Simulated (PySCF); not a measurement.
# C2H4: fields and orbitals

For C2H4, the scripts below compute its lowest excited states, localise its valence orbitals and see where an electron leaves and enters.

Program: PySCF 2.14.0. Level of theory: levels as typed in each script, gas phase, geometry from GFN2-xTB. These are calculated values, not measurements.

## 1. Starting geometry

6 atoms, charge 0, spin multiplicity 1.

Bond lengths: C1–C2 1.316 Å, C1–H3 1.078 Å, C1–H4 1.078 Å, C2–H5 1.078 Å, C2–H6 1.078 Å. Angles: C2–C1–H3 122.0°, C2–C1–H4 122.0°, H3–C1–H4 116.0°, C1–C2–H5 122.0°, C1–C2–H6 122.0°, H5–C2–H6 116.0°.

As a file:

```mol
C2H4
  3D, bonds by distance, orders not assigned

  6  5  0  0  0  0  0  0  0  0999 V2000
   -0.6582    0.0000    0.0000 C   0  0
    0.6582    0.0000    0.0000 C   0  0
   -1.2293   -0.9140    0.0000 H   0  0
   -1.2293    0.9140    0.0000 H   0  0
    1.2293    0.9140    0.0000 H   0  0
    1.2293   -0.9140    0.0000 H   0  0
  1  2  8  0
  1  3  8  0
  1  4  8  0
  2  5  8  0
  2  6  8  0
M  END
```

## 2. Excited states (wB97X/def2-svp)

The input, input.py:

```python
import numpy as np
from pyscf import gto, scf, dft, tdscf
from pyscf.scf import atom_ks, atom_hf
from scipy.linalg import block_diag

def solve(mol, dm0=None, hcore=None):
    mf = (dft.UKS if mol.spin else dft.RKS)(mol, xc='wb97x')
    mf.grids.level = 3
    mf = mf.density_fit(auxbasis='def2-universal-jkfit')
    mf.conv_tol, mf.max_cycle = 1e-8, 80
    if hcore is not None:
        mf.get_hcore = lambda *args: hcore
    mf.kernel(dm0)
    if not mf.converged:
        mf = mf.newton().run(mf.mo_coeff, mf.mo_occ, max_cycle=30)
    assert mf.converged, 'SCF not converged'
    return mf

mol = gto.M(atom='''
C     -0.65817     0.00000     0.00000
C      0.65817     0.00000     0.00000
H     -1.22935    -0.91399     0.00000
H     -1.22935     0.91401     0.00000
H      1.22935     0.91401     0.00000
H      1.22935    -0.91399     0.00000
''', basis='def2-svp', charge=0, spin=0, verbose=4)
mf = solve(mol)
td = mf.TDDFT()
td.nstates, td.singlet, td.conv_tol = 5, True, 1e-5
td.kernel()
td.analyze()
x, y = np.array([p[0] for p in td.xy]), np.array([p[1] + 0 * p[0] for p in td.xy])
f, mu = td.oscillator_strength(), td.transition_dipole()
nto = [td.get_nto(state=i + 1, verbose=4) for i in range(len(td.e))]
# spherically averaged free atoms, for the promolecule
atm = atom_ks.get_atm_nrks(mol, xc='wb97x')
pro = block_diag(*[(atm[a[0]][2] * atm[a[0]][3]) @ atm[a[0]][2].T for a in mol._atom])
np.savez('result.npz', e=td.e, f=f, ok=td.converged, w=[n[0] for n in nto], nto=[n[1] for n in nto], x=x, y=y, c=mf.mo_coeff, occ=mf.mo_occ, eps=mf.mo_energy, pro=pro, mu=mu)
```

Run with:

```
> OMP_NUM_THREADS=1 python input.py
```

## 4. Localised orbitals (B3LYP/def2-svp)

The input, input.py:

```python
import numpy as np
from pyscf import gto, scf, dft, lo
from pyscf.data.elements import chemcore

def solve(mol, dm0=None, hcore=None):
    mf = (dft.UKS if mol.spin else dft.RKS)(mol, xc='b3lyp')
    mf.grids.level = 3
    mf = mf.density_fit(auxbasis='def2-universal-jkfit')
    mf.conv_tol, mf.max_cycle = 1e-8, 80
    if hcore is not None:
        mf.get_hcore = lambda *args: hcore
    mf.kernel(dm0)
    if not mf.converged:
        mf = mf.newton().run(mf.mo_coeff, mf.mo_occ, max_cycle=30)
    assert mf.converged, 'SCF not converged'
    return mf

mol = gto.M(atom='''
C     -0.65817     0.00000     0.00000
C      0.65817     0.00000     0.00000
H     -1.22935    -0.91399     0.00000
H     -1.22935     0.91401     0.00000
H      1.22935     0.91401     0.00000
H      1.22935    -0.91399     0.00000
''', basis='def2-svp', charge=0, spin=0, verbose=4)
mf = solve(mol)
occ_all = mf.mo_coeff[:, mf.mo_occ > 0]
occ = occ_all[:, chemcore(mol):]
loc = lo.ibo.ibo(mol, occ, iaos=lo.iao.iao(mol, occ_all))
fock, s = mf.get_fock(), mf.get_ovlp()
ortho = lo.orth_ao(mol, 'meta_lowdin')
ortho = lo.vec_lowdin(lo.iao.iao(mol, occ_all), s)
labels = lo.iao.reference_mol(mol).ao_labels(fmt=None)
vir = lo.vvo.livvo(mol, occ_all, mf.mo_coeff[:, mf.mo_occ == 0])
both = np.hstack([loc, vir])
p = (ortho.T @ s @ both) ** 2
pop = np.array([p[[l[0] == a for l in labels]].sum(0) for a in range(mol.natm)])
spd = np.array([[p[[l[0] == a and l[2][-1] == k for l in labels]].sum(0) for k in 'spd'] for a in range(mol.natm)])
eps = np.einsum('pi,pq,qi->i', both, fock, both)
for i in np.argsort(eps):
    top = np.argsort(-pop[:, i])[:3]
    print('%3d %s %9.4f Eh ' % (i + 1, 'occ' if i < loc.shape[1] else 'vir', eps[i]), '  '.join('%s%d %.3f' % (mol.atom_symbol(a), a + 1, pop[a, i]) for a in top))
np.savez('result.npz', c=both, nocc=loc.shape[1], pop=pop, spd=spd, eps=eps, e=mf.e_tot)
```

## 6. Removing and adding an electron (wB97X/6-311+g**)

The input, input.py:

```python
import numpy as np
from pyscf import gto, scf, dft
from pyscf.scf import atom_ks, atom_hf
from scipy.linalg import block_diag

def solve(mol, dm0=None, hcore=None):
    mf = (dft.UKS if mol.spin else dft.RKS)(mol, xc='wb97x')
    mf.grids.level = 3
    mf = mf.density_fit(auxbasis='def2-universal-jkfit')
    mf.conv_tol, mf.max_cycle = 1e-8, 80
    if hcore is not None:
        mf.get_hcore = lambda *args: hcore
    mf.kernel(dm0)
    if not mf.converged:
        mf = mf.newton().run(mf.mo_coeff, mf.mo_occ, max_cycle=30)
    assert mf.converged, 'SCF not converged'
    return mf

mol = gto.M(atom='''
C     -0.65817     0.00000     0.00000
C      0.65817     0.00000     0.00000
H     -1.22935    -0.91399     0.00000
H     -1.22935     0.91401     0.00000
H      1.22935     0.91401     0.00000
H      1.22935    -0.91399     0.00000
''', basis='6-311+g**', charge=0, spin=0, verbose=4)
mf = solve(mol)
out = dict(e0=mf.e_tot, dm0=mf.make_rdm1(), c=mf.mo_coeff, occ=mf.mo_occ, eps=mf.mo_energy)
for name, dq, spin in [('cation', 1, 1), ('anion', -1, 1)]:
    ion = mol.copy().set(charge=mol.charge + dq, spin=spin).build()
    mi = solve(ion)
    if spin and dq > 0 and mol.nao < 130:
        c, _, stable, _ = mi.stability(return_status=True)
        if not stable:
            mi = solve(ion, mi.make_rdm1(c, mi.mo_occ))
    print(name, 'vertical energy change / eV', (mi.e_tot - mf.e_tot) * 27.211386)
    out.update({'e_' + name: mi.e_tot, 'dm_' + name: mi.make_rdm1(), 's2_' + name: mi.spin_square()[0], 'eps_' + name: mi.mo_energy, 'occ_' + name: mi.mo_occ})
# spherically averaged free atoms, for the promolecule
atm = atom_ks.get_atm_nrks(mol, xc='wb97x')
pro = block_diag(*[(atm[a[0]][2] * atm[a[0]][3]) @ atm[a[0]][2].T for a in mol._atom])
np.savez('result.npz', pro=pro, **out)
```

(Steps that only read results are left out.)

**Question.** What will these runs give? Wanted: lowest singlet excitation; vertical ionisation energy.

The runs gave:

| quantity | value |
| --- | --- |
| lowest singlet excitation (wB97X/def2-svp) | 8.29 eV |
| localised occupied orbitals above −45 eV (B3LYP/def2-svp) | 6 |
| vertical ionisation energy (wB97X/6-311+g**) | 10.56 eV |

In words: The ionisation energy from two SCF runs, 10.56 eV, lies 0.2 eV above −ε(HOMO) = 10.38 eV of the same level, wB97X/6-311+g**. The geometry was not optimised at these levels.
